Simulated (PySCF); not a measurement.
## Electronic absorption of dinitrogen

Compound: dinitrogen, N₂.
Cartesian coordinates in Å at the GFN2-xTB level; atoms count from 1:
```
atom  x, y, z in Å
N1     0.5505   -0.0021   -0.0038
N2    -0.5477    0.0034   -0.0104
```

Method: TDDFT CAM-B3LYP/def2-SVPD, vertical, gas phase, core orbitals frozen in the response (PySCF).

Task: What does the calculation give for the low-lying excited states?

Result: 

| state | E (eV) | λ (nm) | f | \|μ\| (D) | symmetry | main configurations (H = HOMO, L = LUMO) |
| --- | --- | --- | --- | --- | --- | --- |
| S1 | 9.26 | 133.9 | 0.0000 | 0.00 | – | H-2/H-1→L/L+1 (99%) |
| S2 | 9.45 | 131.2 | 0.0000 | 0.00 | – | H→L/L+1 (≥96%) |
| S3 | 9.45 | 131.2 | 0.0000 | 0.00 | – | H→L/L+1 (≥96%) |
| S4 | 9.76 | 127.1 | 0.0000 | 0.00 | – | H-2/H-1→L/L+1 (≥95%) |
| S5 | 9.76 | 127.1 | 0.0000 | 0.00 | – | H-2/H-1→L/L+1 (≥95%) |
| S6 | 13.66 | 90.8 | 0.145 | 1.67 | Πu | H-3→L/L+1 (≥96%) |
| S7 | 13.66 | 90.8 | 0.145 | 1.67 | Πu | H-3→L/L+1 (≥96%) |

Triplets, Tamm–Dancoff:

```csv
state,E (eV),λ (nm),"main configurations (H = HOMO, L = LUMO)"
T1,7.50,165.3,H-2/H-1→L/L+1 (98%)
T2,7.81,158.7,H→L/L+1 (98%)
T3,7.81,158.7,H→L/L+1 (98%)
```

The lowest singlet comes at 134 nm (894 kJ/mol) in the vacuum ultraviolet; it is dark (f under 0.0005); its leading configuration is HOMO-2/HOMO-1→LUMO/LUMO+1 (99%). The strongest level in the table is S6/S7 at 13.66 eV (91 nm, f = 0.290 summed). It is the last of those listed, so stronger ones may follow. S2/S3, S4/S5 and S6/S7 lie within about 0.01 eV of each other in each set; the point group D∞h has degenerate representations, and within a degenerate level the listed configurations can mix freely. The oscillator strengths of these states sum to 0.290; summed over the whole spectrum of an exact calculation they would give the number of electrons, 14 (Thomas–Reiche–Kuhn). Orbital energies (eV): HOMO-3 -16.84, HOMO-2 -14.72, HOMO-1 -14.72, HOMO -13.83, LUMO 0.76, LUMO+1 0.76, LUMO+2 4.03. The listed states span 4.40 eV, and the widest gap between neighbours is 3.90 eV (S5 to S6). No computed singlet lies in the visible range (380 to 750 nm); the lowest, at 134 nm, stands 6.00 eV above its violet end (3.26 eV). Symmetry labels in D∞h follow from the direction of the transition dipole and are given only for states with f of 0.002 or more. Orbitals of the list HOMO-3 to LUMO+2 that lie within 0.01 eV of each other are written together with a slash and their weights summed (≥ marks a lower bound); for degenerate orbitals outside that list single weights are arbitrary. Only the lowest 8 singlets were computed, as vertical energies without vibronic structure. The highest level found (14.33 eV, f 0.0000 so far) is left out, since the window may have cut off a degenerate partner.
